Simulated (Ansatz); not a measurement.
**α-quartz (SiO2)**

These are r²SCAN in Ansatz (plane waves, PAW) values and carry that method's errors.

Numerical settings: plane-wave cutoff 600 eV, 6×6×4 k mesh (along the axes of the cell as run), finite displacements, scalar-relativistic PAW data made under PBE.

Cell: relaxed at this level.

| Quantity | Value |
|---|---|
| high-frequency dielectric constant (mean over three axes) | 2.38 |
| dielectric constant ε0 (ions relaxed) (mean over three axes) | 4.47 |

Measured, for comparison: high-frequency dielectric constant 2.36 (temperature not stated, no zero-point or thermal correction, mean, our sources range from 2.30 to 2.36; as tabulated in Chen et al. (2018), doi:10.1103/physrevmaterials.2.073803); static dielectric constant 4.5 (temperature not stated, no zero-point or thermal correction, mean of the two values across and the one along c; as tabulated in He et al. (2014), arXiv:1309.4805). Computed (rounded) less measured: high-frequency dielectric constant +0.8 % (+0.8 % to +3 % over the range), static dielectric constant -0.7 %.

It cost about 18 core-minutes (a rough figure) of CPU time.

Ansatz is an electronic-structure program.
